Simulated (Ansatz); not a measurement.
Basis-set series for `F[SiH]F` radical. Total charge 0; spin multiplicity 2. The structure was optimised at the PBE0-D4/def2-TZVP level.

| functional | basis | functions | energy (Eh) | HOMO (eV) | LUMO (eV) |
| --- | --- | --- | --- | --- | --- |
| PBE0-D4 | def2-SVP | 51 | -489.26983 | -6.86 | -2.76 |
| PBE0-D4 | def2-TZVPP | 118 | -489.63927 | -6.98 | -2.77 |
| ωB97M-V | def2-SVP | 51 | -489.50750 | -8.63 | -1.06 |
| ωB97M-V | def2-TZVPP | 118 | -489.88104 | -8.76 | -1.15 |

Give the rows for def2-QZVPP. (An estimate is asked.)

Computed: 
```
functional       basis  functions  energy (Eh)  HOMO (eV)  LUMO (eV)
   PBE0-D4  def2-QZVPP        214   -489.66137      -7.02      -2.82
   ωB97M-V  def2-QZVPP        214   -489.90183      -8.82      -1.23
```

HOMO and LUMO are taken over both spins.
